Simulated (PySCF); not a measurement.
```xyz
3

N     -0.0013     0.4224     0.0000
H     -0.8063    -0.2137     0.0000
H      0.8076    -0.2087     0.0000
```

Charge 0, multiplicity 2.

**Question.** Give the Mulliken and meta-Löwdin atomic charges from TPSSh-D3(BJ)/def2-TZVP // CAM-B3LYP-D3(BJ)/def2-TZVP run with PySCF 2.14.0.

**Answer.** 
| atom | Mulliken (e) | meta-Löwdin (e) |
|---|---|---|
| N1 | -0.45 | -0.43 |
| H2 | 0.22 | 0.22 |
| H3 | 0.22 | 0.22 |
